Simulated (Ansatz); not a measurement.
Geometry optimisation, RHF/def2-SVP in Ansatz.

input.yaml

```yaml
crystal:
  periodic: [false, false, false]
  atoms:
    - { symbol: Cl, position_ang: [-2.4369, -0.5711, 1.7683] }
    - { symbol: C, position_ang: [-1.1362, -0.2726, 0.7598] }
    - { symbol: "N", position_ang: [-1.2891, -0.2125, -0.5405] }
    - { symbol: C, position_ang: [0.1991, -0.0534, -0.9969] }
    - { symbol: C, position_ang: [0.9225, 0.2839, 0.2231] }
    - { symbol: O, position_ang: [0.0973, -0.1024, 1.3178] }
    - { symbol: H, position_ang: [0.2353, 0.7125, -1.7579] }
    - { symbol: H, position_ang: [0.5052, -0.9942, -1.432] }
    - { symbol: H, position_ang: [1.1012, 1.386, 0.3622] }
    - { symbol: H, position_ang: [1.8846, -0.2275, 0.2991] }
basis:
  gaussian: { orbitals: def2-SVP }
hamiltonian:
  xc: hf
relax:
  f_tol: 0.02
  max_steps: 50
```

Launched with:

```bash
$ ansatz run input.yaml --threads 2 --pin off --max-ram 3072MiB --backend cpu --events-out ev --progress --plain --runs-dir out
```

Task: Where does it end, and by what steps?

Result: It converged. After 8 steps the energy has fallen by 0.574 eV; O6 moved furthest, 0.23 Å.

```tsv
step	energy less start (eV)	largest force component (eV/Å)	accepted
0	0.0000	4.559	yes
1	-0.4703	2.010	yes
2	-0.5543	0.218	yes
3	-0.5596	0.264	yes
4	-0.5701	0.254	yes
5	-0.5730	0.203	yes
6	-0.5739	0.033	yes
7	-0.5740	0.031	yes
8	-0.5741	0.007	yes
```

```xyz
10
Properties=species:S:1:pos:R:3
Cl -2.420 -0.577 1.794
C -1.130 -0.285 0.717
N -1.176 -0.407 -0.516
C 0.145 -0.055 -1.013
C 0.945 0.301 0.259
O -0.005 0.105 1.302
H 0.073 0.779 -1.710
H 0.576 -0.896 -1.557
H 1.280 1.336 0.289
H 1.795 -0.352 0.439
```

Run time: 17 s on 2 threads of Arm Neoverse V1 (shared host), peak memory 0.23 GiB.
